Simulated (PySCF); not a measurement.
**Frontier levels across methods**

Compound: C4H8O.
Z-matrix (Å and degrees, PBE0-D3(BJ)/def2-SVP geometry), rows numbered from 1:
```
O 
C   1  1.4013
C   2  1.5038  1  112.80
C   3  1.5048  2  119.32  1    82.51
C   3  1.4973  2  120.36  1   152.83
H   1  0.9635  2  107.17  3   -52.02
H   2  1.1113  1  112.00  3   123.07
H   2  1.1022  1  106.44  3  -120.90
H   3  1.0955  2  113.98  1   -60.90
H   4  1.0953  3  117.97  5  -107.19
H   4  1.0929  3  118.47  5   108.29
H   5  1.0942  3  117.71  4   107.73
H   5  1.0927  3  118.36  4  -108.51
```

Basis pcSseg-2 throughout (PySCF), one geometry. Isolated species at its PBE0-D3(BJ)/def2-SVP geometry (one conformer only).

Task: How do the orbital energies, the gap and the dipole change with the method?

Result: 
| method | kind | HOMO (eV) | LUMO (eV) | gap (eV) | μ (D) | SCF cycles |
| --- | --- | --- | --- | --- | --- | --- |
| BLYP | GGA | -6.11 | -0.12 | 5.98 | 1.69 | 14 |
| OPBE | GGA | -6.11 | 0.02 | 6.13 | 1.62 | 14 |
| PBE | GGA | -6.18 | -0.11 | 6.07 | 1.67 | 14 |
| B97-D | GGA | -6.21 | 0.04 | 6.25 | 1.68 | 13 |
| BP86 | GGA | -6.29 | 0.05 | 6.34 | 1.68 | 14 |
| LDA | LDA | -6.32 | -0.21 | 6.11 | 1.75 | 13 |
| KT2 | GGA | -6.34 | -0.09 | 6.25 | 1.65 | 14 |
| KT3 | GGA | -6.35 | -0.27 | 6.08 | 1.63 | 14 |
| B97-2 | global hybrid | -7.50 | 0.67 | 8.17 | 1.73 | 12 |
| B3LYP | global hybrid | -7.56 | 0.32 | 7.87 | 1.76 | 13 |
| PBE0 | global hybrid | -7.79 | 0.63 | 8.42 | 1.75 | 12 |
| mPW1PW91 | global hybrid | -7.82 | 0.61 | 8.43 | 1.75 | 12 |
| CAM-B3LYP | range-separated hybrid | -9.27 | 1.28 | 10.55 | 1.82 | 12 |
| BHandHLYP | global hybrid | -9.30 | 1.13 | 10.43 | 1.83 | 12 |
| wB97X-D | range-separated hybrid | -9.70 | 2.33 | 12.04 | 1.78 | 12 |
| LC-wPBE | range-separated hybrid | -10.60 | 2.42 | 13.02 | 1.83 | 12 |
| HF | Hartree–Fock | -11.36 | 2.72 | 14.07 | 1.88 | 10 |

The HOMO spans 5.25 eV, from BLYP down to HF, and the gap runs from 5.98 eV (BLYP) to 14.07 eV (HF). Over the methods BLYP (0 %), OPBE (0 %), PBE (0 %), B97-D (0 %), BP86 (0 %), LDA (0 %), KT2 (0 %), KT3 (0 %), B97-2 (21 %), B3LYP (20 %), PBE0 (25 %), mPW1PW91 (25 %), BHandHLYP (50 %), HF (100 %), a straight line through the gap against the share of exact exchange rises by 0.81 eV for each 10 % (correlation coefficient 0.997). The dipole ranges from 1.62 D (OPBE) to 1.88 D (HF). This basis has no diffuse functions.

The vertical ΔSCF ionisation energy at CAM-B3LYP/def2-SVPD is 10.31 eV; −ε(HOMO) comes closest to it with LC-wPBE (10.60 eV).
